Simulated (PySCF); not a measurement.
C3H9O (charge +1).
Atom-mapped SMILES: `[CH3:1][O+:2]([CH3:3])[CH3:4]` (hydrogens: H5, H6, H7 on C1; H8, H9, H10 on C3; H11, H12, H13 on C4)

The same species was optimised twice, with GFN2-xTB and with PBE0-D3(BJ)/def2-SVP (PySCF), and the same property calculations (PySCF, gas phase) were run on both structures.

| coordinate | GFN2-xTB | PBE0-D3(BJ)/def2-SVP | change |
| --- | --- | --- | --- |
| O2–C3 (Å) | 1.444 | 1.460 | +0.016 |
| C1–O2 (Å) | 1.444 | 1.459 | +0.015 |
| O2–C4 (Å) | 1.444 | 1.459 | +0.015 |
| C4–H11 (Å) | 1.092 | 1.099 | +0.007 |
| C3–H9 (Å) | 1.092 | 1.099 | +0.007 |
| C1–H5 (Å) | 1.092 | 1.099 | +0.007 |
| C4–H13 (Å) | 1.089 | 1.095 | +0.006 |
| C3–H10 (Å) | 1.089 | 1.095 | +0.006 |
| C1–H6 (Å) | 1.089 | 1.095 | +0.006 |
| C1–H7 (Å) | 1.089 | 1.095 | +0.006 |
| C3–H8 (Å) | 1.089 | 1.095 | +0.006 |
| C4–H12 (Å) | 1.089 | 1.095 | +0.006 |
| C3–O2–C4 (°) | 111.5 | 115.3 | +3.8 |
| C1–O2–C4 (°) | 111.5 | 115.3 | +3.8 |
| C1–O2–C3 (°) | 111.5 | 115.3 | +3.8 |
| O2–C1–H5 (°) | 111.6 | 109.3 | -2.3 |
| O2–C3–H9 (°) | 111.6 | 109.2 | -2.4 |
| O2–C4–H11 (°) | 111.6 | 109.3 | -2.3 |
| H5–C1–H7 (°) | 109.9 | 111.8 | +1.9 |
| H8–C3–H9 (°) | 109.9 | 111.8 | +1.9 |

Rotational constants: A = 8828, B = 8826, C = 5023 MHz (GFN2-xTB) against A = 8558, B = 8550, C = 4776 MHz (PBE0-D3(BJ)/def2-SVP). Point groups within 0.08 Å: C3v and C3v. Atoms that the bonding makes alike are paired by their places after alignment.

On the GFN2-xTB structure: lowest singlet, TDDFT (eV) 9.48 [CAM-B3LYP/def2-SVPD]; lowest triplet, Tamm–Dancoff (eV) 8.86 [CAM-B3LYP/def2-SVPD]; isotropic polarisability (au) 38.3 [CAM-B3LYP/def2-SVPD]; HOMO (eV) -16.96 [CAM-B3LYP/def2-SVPD]; LUMO (eV) -3.53 [CAM-B3LYP/def2-SVPD]; HOMO (eV) -15.52 [PBE0/pcSseg-1]; LUMO (eV) -4.42 [PBE0/pcSseg-1]; GIAO shielding of C1/C3/C4 (mean) (ppm) 108.6 [PBE0/pcSseg-1]; GIAO shielding of O2 (ppm) 314.9 [PBE0/pcSseg-1]; C1s of C1 (eV) 298.57 [delta-SCF UKS SCAN, pcX-2 on the ionised atom, pcseg-1 elsewhere, spin-free X2C]; O1s of O2 (eV) 547.91 [delta-SCF UKS SCAN, pcX-2 on the ionised atom, pcseg-1 elsewhere, spin-free X2C].

What do these properties become on the PBE0-D3(BJ)/def2-SVP structure?

| property | level | on GFN2-xTB | on PBE0-D3(BJ)/def2-SVP | change |
| --- | --- | --- | --- | --- |
| lowest singlet, TDDFT (eV) | CAM-B3LYP/def2-SVPD | 9.48 | 8.91 | -0.57 |
| lowest triplet, Tamm–Dancoff (eV) | CAM-B3LYP/def2-SVPD | 8.86 | 8.25 | -0.61 |
| isotropic polarisability (au) | CAM-B3LYP/def2-SVPD | 38.3 | 39.1 | +0.8 |
| HOMO (eV) | CAM-B3LYP/def2-SVPD | -16.96 | -16.51 | +0.45 |
| LUMO (eV) | CAM-B3LYP/def2-SVPD | -3.53 | -3.62 | -0.09 |
| energy, GFN2-xTB geometry as zero (kcal/mol) | CAM-B3LYP/def2-SVPD | 0.0 | -2.6 | -2.6 |
| HOMO (eV) | PBE0/pcSseg-1 | -15.52 | -15.05 | +0.47 |
| LUMO (eV) | PBE0/pcSseg-1 | -4.42 | -4.57 | -0.15 |
| energy, GFN2-xTB geometry as zero (kcal/mol) | PBE0/pcSseg-1 | 0.0 | -2.3 | -2.3 |
| GIAO shielding of C1/C3/C4 (mean) (ppm) | PBE0/pcSseg-1 | 108.6 | 105.8 | -2.8 |
| GIAO shielding of O2 (ppm) | PBE0/pcSseg-1 | 314.9 | 314.3 | -0.6 |
| C1s of C1 (eV) | delta-SCF UKS SCAN, pcX-2 on the ionised atom, pcseg-1 elsewhere, spin-free X2C | 298.57 | 298.57 | 0.00 |
| O1s of O2 (eV) | delta-SCF UKS SCAN, pcX-2 on the ionised atom, pcseg-1 elsewhere, spin-free X2C | 547.91 | 547.41 | -0.50 |

The heavy atoms differ by 0.062 Å rms after alignment (one structure mirrored). Among all bonds C1–O2, O2–C3 and O2–C4 change most and about equally (+0.015 to +0.016 Å). Changes are differences of the printed values. Neither structure is proved a minimum here. Geometry: PBE0-D3(BJ)/def2-SVP; no solvent, vibrations or thermal averaging.
